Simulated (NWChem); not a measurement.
System: SiH₂, triplet; SMILES of the neutral closed-shell parent [SiH2]

Parts of the log:

```
             Northwest Computational Chemistry Package (NWChem) 7.3.0
             --------------------------------------------------------

 C2V symmetry detected

                             Geometry "geometry" -> ""
                             -------------------------

 Output coordinates in angstroms (scale by  1.889725989 to convert to a.u.)

  No.       Tag          Charge          X              Y              Z
 ---- ---------------- ---------- -------------- -------------- --------------
    1 Si                  14.0000     0.00000000     0.00000000     0.09545213
    2 H                    1.0000     1.29830300     0.00000000    -0.66816488
    3 H                    1.0000    -1.29830300     0.00000000    -0.66816488

 Effective nuclear repulsion energy (a.u.)      10.0409732177

      Symmetry information
      --------------------

 Group name             C2v
 Group number             16
 Group order               4
 No. of unique centers     2

  xc_inp: hfexch multiplicative factor not found.

                                 NWChem DFT Module
                                 -----------------

 Summary of "ao basis" -> "ao basis" (spherical)
 ------------------------------------------------------------------------------
       Tag                 Description            Shells   Functions and Types
 ---------------- ------------------------------  ------  ---------------------
 Si                          3-21g                   7       13   4s3p
 H                           3-21g                   2        2   2s

      Symmetry analysis of basis
      --------------------------

        a1          9
        a2          0
        b1          5
        b2          3

            General Information
            -------------------
          SCF calculation type: DFT
          Wavefunction type:  spin polarized.
          No. of atoms     :     3
          No. of electrons :    16
           Alpha electrons :     9
            Beta electrons :     7
          Charge           :     0
          Spin multiplicity:     3
          Use of symmetry is: on ; symmetry adaption is: on
          Maximum number of iterations: 150
          AO basis - number of functions:    17
                     number of shells:    11
          Convergence on energy requested:  1.00D-06
          Convergence on density requested:  1.00D-05
          Convergence on gradient requested:  5.00D-04

              XC Information
              --------------
                     Hartree-Fock (Exact) Exchange  1.000

      Superposition of Atomic Density Guess
      -------------------------------------

 Sum of atomic energies:        -288.32561524

      Non-variational initial energy
      ------------------------------

 Total energy =    -288.274122
 1-e energy   =    -419.771379
 2-e energy   =     121.456284
 HOMO         =      -0.181195
 LUMO         =      -0.086426

   Symmetry analysis of molecular orbitals - initial alpha
   -------------------------------------------------------

  Numbering of irreducible representations:

     1 a1          2 a2          3 b1          4 b2

  Orbital symmetries:

     1 a1          2 a1          3 b1          4 a1          5 b2
     6 a1          7 b1          8 a1          9 b2         10 a1
    11 b1         12 a1         13 b1         14 a1         15 b2
    16 a1         17 b1

   Symmetry analysis of molecular orbitals - initial beta
   ------------------------------------------------------

  Numbering of irreducible representations:

     1 a1          2 a2          3 b1          4 b2

  Orbital symmetries:

     1 a1          2 a1          3 b1          4 a1          5 b2
     6 a1          7 b1          8 a1          9 b2         10 a1
    11 b1         12 a1         13 b1         14 a1         15 b2
    16 a1         17 b1

     ---------------------------------------------
      Total Density - Mulliken Population Analysis
     ---------------------------------------------

    Atom       Charge   Shell Charges
 -----------   ------   -------------------------------------------------------
    1 Si  14    13.88   2.00  1.98  5.86  0.76  1.15  0.80  1.33
    2 H    1     1.06   0.37  0.69
    3 H    1     1.06   0.37  0.69

     --------------------------------------------
      Spin Density - Mulliken Population Analysis
     --------------------------------------------

    Atom       Charge   Shell Charges
 -----------   ------   -------------------------------------------------------
    1 Si  14     1.79   0.00  0.00  0.02  0.06  0.54  0.13  1.05
    2 H    1     0.10   0.03  0.07
    3 H    1     0.10   0.03  0.07

   convergence    iter        energy       DeltaE   RMS-Dens  Diis-err
 ---------------- ----- ----------------- --------- --------- ---------
 d= 0,ls=0.0,diis     1   -288.4623609201 -2.99D+02  1.03D-02  1.12D-02
                                                     8.06D-03  9.27D-03
 d= 0,ls=0.0,diis     2   -288.4773625229 -1.50D-02  3.07D-03  6.99D-04
                                                     3.41D-03  1.61D-03
 d= 0,ls=0.0,diis     3   -288.4797735155 -2.41D-03  1.81D-03  1.66D-04
                                                     1.43D-03  2.32D-04
 d= 0,ls=0.0,diis     4   -288.4802909168 -5.17D-04  1.56D-03  5.34D-05
                                                     9.78D-04  5.73D-05
 d= 0,ls=0.0,diis     5   -288.4804723567 -1.81D-04  9.92D-04  1.09D-05
                                                     6.39D-04  1.04D-05
  Resetting Diis
 d= 0,ls=0.0,diis     6   -288.4805114971 -3.91D-05  1.41D-04  3.52D-07
                                                     1.20D-04  3.50D-07
 d= 0,ls=0.0,diis     7   -288.4805125071 -1.01D-06  1.08D-05  8.28D-09
                                                     4.63D-06  2.51D-09
 d= 0,ls=0.0,diis     8   -288.4805125173 -1.02D-08  8.28D-06  1.59D-09
                                                     2.94D-06  4.87D-10

[...]
```

Level: UHF/3-21G. In the optimisation the excess spin sits in a1 and b2 (C2v, its own frame). The geometry was optimised at PBE-D3(BJ)/def2-SVP, spin-unrestricted. This spin state was assumed; another may lie lower. No stability test was run on the SCF state.

**Question.** Reconstruct the input file.

**Answer.** One answer among several that fit: the input that was run:
```
start job
memory heap 200 mb stack 900 mb global 1100 mb
geometry units angstroms noautoz
  Si     0.000000     0.000000     0.138415
  H      1.298303     0.000000    -0.625202
  H     -1.298303     0.000000    -0.625202
end
basis spherical
  Si library 3-21g
  H library 3-21g
end
dft
  odft
  mult 3
  xc hfexch
  iterations 150
  mulliken
end
task dft energy
```
